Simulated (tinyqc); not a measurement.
Inside a calculation. Method: CIS on RHF in the sto-6g basis, frozen core, for H2O, spin multiplicity 1. One step of it, computed by the program tinyqc.

Question. CIS triplet states. Diagonalise A (1 hartree = 27.211386 eV); each vector has its largest component positive (the first on a tie).

CIS matrix A, triplet (hartree):
```
           2>6        2>7        3>6        3>7        4>6        4>7       5>6       5>7
2>6   1.341550   0.000000   0.000000  -0.108328  -0.064295   0.000000  0.000000  0.000000
2>7   0.000000   1.525962  -0.108328   0.000000   0.000000   0.013437  0.000000  0.000000
3>6   0.000000  -0.108328   0.754821   0.000000   0.000000  -0.038280  0.000000  0.000000
3>7  -0.108328   0.000000   0.000000   0.911080  -0.038280   0.000000  0.000000  0.000000
4>6  -0.064295   0.000000   0.000000  -0.038280   0.549803   0.000000  0.000000  0.000000
4>7   0.000000   0.013437  -0.038280   0.000000   0.000000   0.672979  0.000000  0.000000
5>6   0.000000   0.000000   0.000000   0.000000   0.000000   0.000000  0.462014  0.000000
5>7   0.000000   0.000000   0.000000   0.000000   0.000000   0.000000  0.000000  0.616390
```

Give: triplet excitation energies; lowest vectors.

Answer.

triplet excitation energies (eV): 12.5721  14.6532  16.7728  17.8751  20.5603  24.3032  37.3017  41.9406

lowest vectors:
```
     state 1  state 2  state 3  state 4  state 5  state 6
2>6   0.0000   0.0965   0.0000   0.0000   0.0000   0.2122
2>7   0.0000   0.0000   0.0000   0.0354   0.1345   0.0000
3>6   0.0000   0.0000   0.0000   0.3976   0.9072   0.0000
3>7   0.0000   0.1294   0.0000   0.0000   0.0000   0.9660
4>6   0.0000   0.9869   0.0000   0.0000   0.0000  -0.1475
4>7   0.0000   0.0000   0.0000   0.9169  -0.3986   0.0000
5>6   1.0000   0.0000   0.0000   0.0000   0.0000   0.0000
5>7   0.0000   0.0000   1.0000   0.0000   0.0000   0.0000
```
